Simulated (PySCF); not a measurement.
Isomers of C2H5NO, mass 59.037 u with the commonest isotopes. Computed with PBE0-D3(BJ)/def2-SVP geometry optimisation, gas phase (PySCF). One conformer each, none proved a minimum here; rigid rotors.

Question: Order these by radius of gyration √(Σ m r²/M), smallest first.
A. `[CH3:1]/[CH:2]=[N:3]/[OH:4]` with C2–N3–O4–H 180°
B. `[H]/[N:1]=[CH:2]/[CH2:3][OH:4]` with N1–C2–C3–O4 0°, C2–C3–O4–H 0°
C. acetamide (`O=C(C)N`)
D. `[CH3:1]/[CH:2]=[N:3]\[OH:4]` with C2–N3–O4–H 180° ((Z)-acetaldoxime)

Answer: C (1.296 Å), B (1.317 Å), D (1.337 Å), A (1.468 Å).

Question: Order these by rotational constant B, smallest first.
A. `[CH3:1]/[CH:2]=[N:3]/[OH:4]` with C2–N3–O4–H 180°
B. `[CH3:1][NH:2][CH:3]=[O:4]` with C1–N2–C3–O4 0°
C. `[CH3:1]/[CH:2]=[N:3]\[OH:4]` with C2–N3–O4–H 180° ((Z)-acetaldoxime)
D. `[H]/[N:1]=[CH:2]/[CH2:3][OH:4]` with N1–C2–C3–O4 0°, C2–C3–O4–H 0°
E. `NC(=O)C` (acetamide)

Answer: A (4281 MHz), B (6174 MHz), C (6351 MHz), D (6686 MHz), E (9315 MHz).

Question: Order these by rotational constant C, largest first.
A. acetamide (`CC(N)=O`)
B. `[CH3:1]/[CH:2]=[N:3]/[OH:4]` with C2–N3–O4–H 180°
C. `[CH3:1]/[CH:2]=[N:3]\[OH:4]` with C2–N3–O4–H 180° ((Z)-acetaldoxime)
D. `[H]/[N:1]=[CH:2]/[CH2:3][OH:4]` with N1–C2–C3–O4 0°, C2–C3–O4–H 0°

Answer: A (5182 MHz), D (5014 MHz), C (4864 MHz), B (4021 MHz).

```csv
SMILES,point group,Ia (u·Å²),Ib (u·Å²),Ic (u·Å²),κ,μa (D),μb (D),μc (D)
[H]/N=C/CO,Cs,28.34,75.59,100.79,-0.74,2.50,2.05,0.00
C/C=N/O,Cs,10.78,118.06,125.68,-0.99,0.40,0.03,0.01
CC(N)=O,–,46.41,54.26,97.52,0.45,0.24,3.77,0.01
C/C=N\O,Cs,27.48,79.57,103.89,-0.78,0.43,0.35,0.00
CNC=O,Cs,25.22,81.85,103.84,-0.83,3.01,2.36,0.01
[H]/N=C/OC,Cs,25.58,74.64,97.04,-0.79,0.26,0.62,0.01
```
